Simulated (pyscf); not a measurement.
**Four-centre exchange: H₂N–SiH₂–F + ammonia (NH₃) → ammonia (NH₃) + H₂N–SiH₂–F**

Gas phase, singlet surface, charge 0. Bonds broken: N1–Si2, N8–H9. Bonds formed: N1–H9, Si2–N8. Single points on ωB97X-D3(BJ)/def2-SVP structures (PySCF, gas phase). MP2 and CC: frozen core, UHF for open shells. ΔMP2 is the change of the MP2 total energy from the triple- to the quadruple-zeta basis.

Transition state (Å):

```xyz
11

N     -1.3853    -0.6397    -0.4758
Si     0.0155     0.6093    -0.1467
F      1.2063    -0.5184    -0.4905
H     -1.4144    -0.9945    -1.4329
H     -1.3854    -1.4445     0.1528
H      0.3875     0.7741     1.2892
H      0.3375     1.5088    -1.2933
N     -1.6619     1.6319     0.1764
H     -2.0428     0.3391    -0.1852
H     -1.8365     1.9557     1.1278
H     -1.8657     2.4075    -0.4540
```

One imaginary mode, 1190i cm⁻¹; descent along it reached the two sides named, in the forms told below.

```tsv
bond	change	reactant side (Å)	saddle	product side
N1–Si2	breaks	1.737	1.905	2.016
N8–H9	breaks	1.021	1.395	2.367
N1–H9	forms	2.406	1.214	1.022
Si2–N8	forms	2.9	1.991	1.812
```

Electronic energies relative to the separated reactants (kcal/mol):

```tsv
level	barrier	reaction energy	reverse barrier
ωB97X-D3(BJ)/def2-TZVP	23.2	0.0	23.2
PBE/def2-TZVP	19.3	0.0	19.3
r²SCAN/def2-TZVP	21.1	0.0	21.1
B3LYP-D3(BJ)/def2-TZVP	24.0	0.0	24.0
PBE0-D3(BJ)/def2-TZVP	20.2	0.0	20.2
M06-2X/def2-TZVP	23.1	0.0	23.1
ωB97M-D3(BJ)/def2-TZVP	23.7	0.0	23.7
HF/def2-TZVP	42.6	0.0	42.6
MP2/def2-QZVPP	24.8	0.0	24.8
CCSD/def2-TZVPP	28.6	0.0	28.6
CCSD(T)/def2-TZVPP	26.0	0.0	26.0
CCSD(T)/def2-TZVPP + ΔMP2(QZVPP)	26.3	0.0	26.3
```

With CCSD(T)/def2-TZVPP + ΔMP2(QZVPP) energies and thermal terms (ideal gas, 1 atm, RRHO with modes under 100 cm⁻¹ raised to 100, one conformer, R ln 2 for chiral ones without a mode under 150 cm⁻¹), in kcal/mol:

| T (K) | ΔH‡ | ΔG‡ | ΔH | ΔG |
|---|---|---|---|---|
| 298 | 25.2 | 36.6 | 0.0 | 0.0 |
| 600 | 25.3 | 48.1 | 0.0 | 0.0 |
| 900 | 25.9 | 59.4 | 0.0 | 0.0 |
| 1200 | 26.7 | 70.4 | 0.0 | 0.0 |

On the product side the descent ends in an adduct with a N–Si contact, 12.3 kcal/mol over the separated species and 11.0 kcal/mol under the saddle at ωB97X-D3(BJ)/def2-TZVP. What is counted as broken (N–Si) persists as a longer contact in the product adduct; parting that adduct is a step of its own. This is the saddle that the search found; another between the same sides may lie lower. The CCSD(T) − MP2 part came from Ansatz, without density fitting, on the same reference.
